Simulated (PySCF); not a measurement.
Gas-phase reaction: SiCl3 + Cl → SiCl4

Method: PySCF energies (xtb for GFN2) plus ideal-gas RRHO corrections (1 bar). Table values come from the NASA 1993 polynomials. After a fit of one offset per element over all species, the range-separated, M06-2X, PBE0/def2-QZVP and CCSD(T)/def2-TZVPP enthalpies, where run, lie to one side of the table for SiCl3 (+68 kJ/mol): a fault of the table's entry, another state or a shared error of the levels is possible; this was not checked at source. † marks an energy on the PBE0/def2-TZVP geometry and frequencies; other levels use their own. MP2 freezes the core. 6-31G* has spherical d functions here. Open shells (unrestricted): SiCl3 (multiplicity 2), Cl (multiplicity 2, electronic degeneracy 6); the rest are closed-shell singlets. GFN2 has no spin-polarisation term. Spin-orbit splitting is ignored; it lowers the true energy and changes the entropy of Cl. B3LYP is the form with VWN-RPA correlation. For this reaction the table lies outside the span of B3LYP, CCSD(T), M06-2X, MP2, PBE0, r2SCAN, ωB97M-V, ωB97X-V in their largest bases here; which side is off was not settled. MP2 isn't extrapolated to the basis-set limit; its ΔH°(298 K) is -443.2 kJ in def2-SVP and -473.0 kJ in def2-TZVPP. The harmonic model lacks anharmonicity and excited electronic states, which grow with temperature; levels with a mode under 35 cm⁻¹ are left out. The table's entry may be an old estimate for SiCl3, SiCl4 (not checked at source).

| level | ΔH°(298 K), kJ | minus table | ΔG°(1600 K), kJ |
|---|---|---|---|
| table | -393.7 | - | -149.9 |
| B3LYP/6-31G* | -406.9 | -13.2 | -157.7 |
| B3LYP/def2-TZVP† | -421.7 | -28.0 | -173.9 |
| BLYP/def2-TZVP† | -408.5 | -14.8 | -160.7 |
| GFN2-xTB | -413.9 | -20.2 | -176.0 |
| HF/6-31G* | -322.4 | 71.3 | -72.2 |
| M06-2X/def2-TZVP† | -450.6 | -56.9 | -202.8 |
| MP2/def2-SVP† | -443.2 | -49.5 | -195.4 |
| PBE/def2-SVP | -438.4 | -44.7 | -191.1 |
| ωB97M-V/def2-TZVP† | -469.1 | -75.4 | -221.3 |
